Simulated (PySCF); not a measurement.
Structure problem from calculated spectra and properties.

Elements present: Al and H. Monoisotopic mass: 30.0050 u.

| Property | Result |
| --- | --- |
| 1H NMR | chemical shifts (computed TMS as zero) by class: 5.38 (3 H) ppm [GIAO B3LYP/pcSseg-1 (pcSseg-2 on Al)] |
| Dipole | 0.00 D [wB97X-D/def2-SVPD] |
| UV, first state | lowest singlet excitation: 5.37 eV (231 nm, f = 0.000 summed over 2 states within 0.01 eV) [TDDFT wB97X-D/def2-SVPD] |
| Triplet | lowest triplet excitation (Tamm–Dancoff): 5.01 eV [TDA wB97X-D/def2-SVPD] |
| Rotational structure | rotational constants A, B, C: 132.181, 132.145, 66.081 GHz [PBE0-D3(BJ)/def2-SVP] |
| Polarisability | 32.6 au [wB97X-D/def2-SVPD] |
| XPS | Al1s 1567.6 eV [ΔSCF SCAN, pcX-2 on the ionised atom, pcseg-1 elsewhere, spin-free X2C] |
| Valence photoelectron | vertical ionisation energy: 11.31 eV [ΔSCF wB97X-D/def2-SVPD] |

The electronic properties come from PySCF, for the isolated species, density fitting. Levels stand in brackets. Isolated species at its PBE0-D3(BJ)/def2-SVP geometry, gas phase. NMR values are class means; diastereotopic atoms form classes of their own.

Question: Which formula fits the mass and the elements?

Answer: AlH3 (calculated 30.0050). No other formula that holds each of these elements comes within 0.0003 u with a fitting electron parity and a possible valence count.

Question: Give a SMILES that accounts for the data.

Answer: All hydrogens form one class (5.38 ppm): hydrogen on aluminium. The core levels belong to: Al1s 1567.6 eV, aluminium bonded to 3 H. The vanishing dipole is forced by symmetry. The optimised geometry has point group D3h and is an oblate symmetric top (the spread among constants that symmetry makes equal is optimisation noise). Structure: `[H][Al]([H])[H]`.
